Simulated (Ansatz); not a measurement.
This geometry of CH5B + H3P (11 atoms, charge 0, multiplicity 1) is a first-order saddle point.

Level of theory: RKS B3LYP-D4/6-31G* in Ansatz 0.2.0.

```xyz
11
Properties=species:S:1:pos:R:3
B -0.134 -0.491 0.412
C -0.008 0.235 2.017
H -0.875 0.128 2.675
H 0.908 0.019 2.573
H 0.035 1.273 1.676
H 0.896 -0.308 -0.154
H -1.198 -0.173 -0.024
P -0.421 -2.657 0.504
H -0.329 -2.589 -0.912
H 0.951 -3.013 0.662
H -0.142 -1.143 1.486
```

Question: Which two structures does it join? (They come from a converged band through this point; their orientation in space is the band's.)

Answer: Bonds broken: B1–C2, P8–H11. Bonds formed: B1–P8, C2–H11. CH5B + H3P becomes BH4P + CH4.

First end point:

```xyz
11
Properties=species:S:1:pos:R:3
B 0.026 0.110 0.387
C 0.086 0.452 1.910
H -0.831 0.239 2.470
H 0.949 0.031 2.439
H 0.218 1.550 1.946
H 1.030 -0.062 -0.244
H -1.015 0.110 -0.206
P -0.237 -3.360 0.609
H -0.661 -2.668 -0.561
H 1.007 -2.669 0.674
H -0.891 -2.452 1.491
```

Last end point:

```xyz
11
Properties=species:S:1:pos:R:3
B 0.204 -0.864 -0.458
C -0.267 0.367 2.781
H -0.856 0.905 3.529
H 0.785 0.358 3.080
H -0.366 0.869 1.813
H 1.252 -0.325 -0.278
H -0.754 -0.226 -0.768
P 0.007 -2.679 -0.020
H -0.895 -3.179 -0.989
H 1.202 -3.283 -0.475
H -0.632 -0.661 2.699
```

Question: How far does it lie above each of them?

Answer: 1.16 eV above the first and 1.49 eV above the second. This is the barrier of this one path; another mechanism may lie lower. The orbitals stay closed-shell, which can raise the energy where a bond breaks towards radicals; this wasn't checked here.

Time of the run: 8.5 min on 1 thread of Arm Neoverse V1, with other jobs on the host, peak memory 0.13 GiB.
